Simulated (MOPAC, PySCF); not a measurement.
C2H6O, SMILES `COC`, neutral singlet in the gas phase. 

Cartesian coordinates (Å):
```xyz
9

C      1.1484    -0.1565    -0.0767
O      0.0559     0.4634    -0.6740
C     -1.1412     0.2162    -0.0102
H      1.0410    -1.2606    -0.0518
H      1.3064     0.1878     0.9662
H      2.0450     0.0910    -0.6626
H     -1.9447     0.7405    -0.5467
H     -1.3881    -0.8651     0.0188
H     -1.1227     0.5832     1.0368
```
Charge 0, multiplicity 1.

All levels are single points at this geometry (PBE0-D3(BJ)/def2-SVP); Pople sets use spherical d functions. Orbital energies aren't observables, and empty levels follow the basis.

| level | HOMO (eV) | LUMO (eV) | gap (eV) | dipole (D) | vertical IE, Delta-SCF (eV) |
|---|---|---|---|---|---|
| PBE-D3(BJ)/def2-TZVP in PySCF | -5.85 | 0.56 | 6.40 | 1.06 | 9.71 |
| PBE0-D3(BJ)/def2-TZVP in PySCF | -7.43 | 1.38 | 8.81 | 1.16 | 9.88 |
| ωB97X-D3(BJ)/def2-TZVP in PySCF | -9.98 | 3.21 | 13.19 | 1.20 | 10.09 |
| B3LYP/3-21G in PySCF | -6.54 | 3.07 | 9.61 | 1.34 | – |
| B3LYP/6-31G* in PySCF | -6.87 | 2.53 | 9.40 | 1.18 | 9.79 |
| BP86/6-31G* in PySCF | -5.60 | 1.80 | 7.40 | 1.09 | – |
| M06-2X/6-31G* in PySCF | -8.78 | 3.69 | 12.47 | 1.26 | – |
| SVWN5/6-31G* in PySCF | -5.53 | 1.62 | 7.14 | 1.13 | 9.65 |
| HF/3-21G in PySCF | -11.12 | 7.12 | 18.24 | 1.72 | – |
| AM1 in MOPAC | -10.58 | 3.21 | 13.79 | 1.37 | – |
| PM3 in MOPAC | -10.64 | 3.11 | 13.74 | 1.22 | – |
| PM6 in MOPAC | -9.70 | 2.48 | 12.18 | 1.88 | – |
| PM7 in MOPAC | -9.87 | 2.56 | 12.43 | 1.73 | – |
